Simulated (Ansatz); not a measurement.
A made-up structure of CH₂NSi, doublet:

```
5
angstrom
C -1.4808 -0.2866 -0.5886
Si 0.0722 0.1532 0.0102
N 1.4155 -0.3772 0.6497
H 0.3995 1.5234 0.1887
H 2.2345 0.1384 0.9273
```

It is relaxed with PBE-D4/def2-SVP and then PBE0-D4/def2-TZVP (Ansatz 0.2.0). Atoms count as bonded within 1.22 times the sum of their covalent radii (H–H: 0.88 Å). The end point is not checked to be a true minimum.

Problem. Does its bonding change? (Judge from chemistry; the calculation decides.)

Solution. The calculation gives: No: no bond forms or breaks.

Where it ends: The first stage lowers the energy by 0.94 eV in 10 steps. It ends as CH₂NSi ([C][SiH][NH]):
```xyz
5
angstrom
C -1.3203 -0.4175 -0.5309
Si 0.2169 0.3887 0.1068
N 1.4200 -0.5392 0.6132
H 0.0415 1.8695 0.0266
H 2.2829 -0.1503 0.9714
```

Labels in which every atom is bracketed show which atoms are joined, not bond orders.

For scale, one of the runs: PBE0-D4/def2-TZVP relaxation, 111 basis functions, launched by `ansatz run in.yaml --threads 2 --pin off --events-out ev --progress --plain --max-ram 4352MiB`. Hardware: 2 CPU threads of an Arm Neoverse V1, shared host. Wall time about 58 s.
